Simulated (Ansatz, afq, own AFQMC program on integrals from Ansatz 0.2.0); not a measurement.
## Atomization energy of C2HCl2FSi, singlet, worked out

```yaml
atoms:
  - { symbol: C, position_ang: [1.5958, -0.4314, 1.1852] }
  - { symbol: C, position_ang: [0.6382, -0.2088, 0.4703] }
  - { symbol: Si, position_ang: [-0.7826, 0.1306, -0.5921] }
  - { symbol: F, position_ang: [-1.5195, -1.2504, -0.9564] }
  - { symbol: Cl, position_ang: [-0.1877, 0.9988, -2.3331] }
  - { symbol: Cl, position_ang: [-2.1267, 1.3228, 0.3624] }
  - { symbol: H, position_ang: [2.4438, -0.6296, 1.8180] }
```

Basis def2-SVP. Noble-gas cores (and the filled d shells of Ga–Kr and In–Xe) are frozen. Ansatz 0.2.0 and our own AFQMC program on the same integrals; the CISD trial comes from CCSD amplitudes, and released means the phaseless constraint is let go. Uncertainties: one standard error, sampling alone.

Total energies in eV. CBS is CCSD(T) at the limit of def2-TZVPP/QZVPP (extrapolated itself); the highest rung of each member is named.

Cautions: C₂HCl₂FSi (singlet): the released value is read at 0.60 1/Eh with a noise of 11 meV, more than in the cases checked (meV from the phaseless value at times in 1/Eh: -21 ± 12 at 0.20, -34 ± 12 at 0.40, -29 ± 11 at 0.60).

```
            member  count  CCSD(T)/def2-SVP  highest rung in def2-SVP           which  CCSD(T)/CBS
       C (triplet)     +2        -1026.2885                -1026.2976             FCI   -1028.3149
      Si (triplet)     +1        -7859.0718                -7859.0829             FCI   -7862.5000
       F (doublet)     +1        -2705.7565                -2705.7621             FCI   -2712.1062
      Cl (doublet)     +2       -12502.1624               -12502.1710             FCI  -12509.3582
       H (doublet)     +1          -13.5861                  -13.5861             FCI     -13.6059
C₂HCl₂FSi, singlet     -1       -37664.0459      -37664.1404 ± 0.0112  released AFQMC  -37694.6678
```

Q: Work out the best estimate of the atomization energy: the CCSD(T)/CBS difference plus the step from CCSD(T) to the highest rung.

A: Sums with the counts: CCSD(T)/CBS 31.1095 eV, highest rung 28.7721 eV, CCSD(T)/def2-SVP 28.7297 eV. The step is 28.7721 − 28.7297 = 0.0424 eV, so the best estimate is 31.1095 + (0.0424) = 31.1519 eV = 718.4 kcal/mol, with sampling noise 0.011 eV. The basis set is worth 2.380 eV of it. Zero-point, core-correlation and spin–orbit terms aren't in it. Past Ne the Hartree–Fock part of each CBS total tends to overshoot, since the cores don't follow the formula; that largely cancels in the difference.

Best estimates are given only where the step beyond CCSD(T) is under 0.3 eV and no member's determinant is very poor (T1 over 0.05, or 0.07 for open shells, ⟨S²⟩ too high by 0.3, two states mixed), so the hardest cases are missing from such tables.

Each member of a difference takes its own highest rung, so a best estimate needn't equal the limit plus the step of one row. Released energies are given only where the last usable release times agree within the noise; a slower fall can still hide under it.
